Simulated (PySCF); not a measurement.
Worked example: SiF⁺, triplet against SiF⁺, singlet

Geometry (PBE0/def2-TZVP stationary point of a singlet), kept for both states (SiF⁺, singlet: Σ⁺; SiF⁺, triplet: Π):

```xyz
2

Si    0.0000    0.0000    0.0000
F     0.0000    0.0000    1.5364
```

Basis 6-31G; PySCF 2.14.0. Only valence electrons are correlated (noble-gas cores frozen). R marks a restricted (for open shells ROHF) determinant.

Full CI is exact within this basis and frozen core; it isn't the basis-set limit.

```csv
level,"E(SiF⁺, singlet) (hartree)","E(SiF⁺, triplet) (hartree)"
RCCSD(T),-388.191094,-388.023897
PBE,-388.710082,-388.543660
PBE0,-388.728678,-388.565474
full CI,-388.191728,-388.024667
```

Task: Give the vertical gap, SiF⁺ triplet less SiF⁺ singlet, at each level in eV (1 hartree = 27.2114 eV), and each error against full CI.

Result: full CI: (-388.024667 − (-388.191728)) × 27.2114 = 4.546 eV (the reference)
PBE0: (-388.565474 − (-388.728678)) × 27.2114 = 4.441 eV, error -0.105 eV
PBE: (-388.543660 − (-388.710082)) × 27.2114 = 4.529 eV, error -0.017 eV
RCCSD(T): (-388.023897 − (-388.191094)) × 27.2114 = 4.550 eV, error 0.004 eV

Total energies of functionals can't be set beside those of wave-function methods, since they hold the core's correlation and their own absolute errors; only the differences compare.

The set has no polarisation functions, so the order and spacing of states can differ from the basis-set limit.

In so small a basis the reference is far from its limit while semilocal and hybrid functionals are nearer theirs, so the functionals' errors here hold much of the reference's basis and frozen-core error, which can add to them or hide them.

Each level lands on the state that its own search finds. T1 diagnostics of restricted CCSD: 0.022 and 0.027.
